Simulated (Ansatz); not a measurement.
# BOF (quintet): the correlation ladder, def2-TZVPP

An exercise on one series of results from a longer session: the logs are not shown, and one member is left open.

The runs use Ansatz 0.2.0, Gaussian basis; def2-TZVPP, core rule «outside noble gas», up to 3 orbitals frozen.

To be run: UHF; ROHF; CCSD(T) on UHF.

2 further runs of the same task are left out: 2 set aside as unsound or not needed.

## The geometry

The geometry is a PBE0/def2-TZVP stationary point (not a proven minimum) of the parent state, kept for this charge and spin.

3 atoms, charge 0, spin multiplicity 5.

Atoms are counted from 1 here; the program's logs count them from 0.

Bond lengths: B1–O2 1.371 Å, B1–F3 1.310 Å. Angles: O2–B1–F3 114.8°.

The first run:

Contents of in.yaml:

```yaml
crystal:
  periodic: [false, false, false]
  atoms:
    - {symbol: B, position_ang: [0.000000, -0.551074, 0.049105]}
    - {symbol: O, position_ang: [0.000000, 0.175594, 1.211243]}
    - {symbol: F, position_ang: [0.000000, 0.165712, -1.047985]}
basis:
  gaussian: {orbitals: def2-TZVPP}
magnetization: {spin_polarized: true, initial_magnetization: 4}
hamiltonian: {xc: hf}
output: {orbitals: {seedname: orbitals}}
```

On the command line:

```console
$ ansatz run in.yaml --threads 1 --pin off --events-out ev --progress --plain --max-ram 4096MiB --backend cpu
```

Steps of the session up to this table: UHF; ROHF; CCSD(T) on UHF.

One table of the session follows, with a row left open; its other results are not shown here.

It belongs to the step «Misses and costs». 

```
  method  from UCCSD(T) (meV)
    ROHF             +13401.1
     UHF             +13169.1
    UMP2              +1051.5
   UCCSD                    ?
UCCSD(T)                    0
```

Estimate the missing values for UCCSD.

**Answer.** from UCCSD(T) (meV): +382.8. In the column «from UCCSD(T) (meV)» it lies between UCCSD(T) (0) and UMP2 (+1051.5).
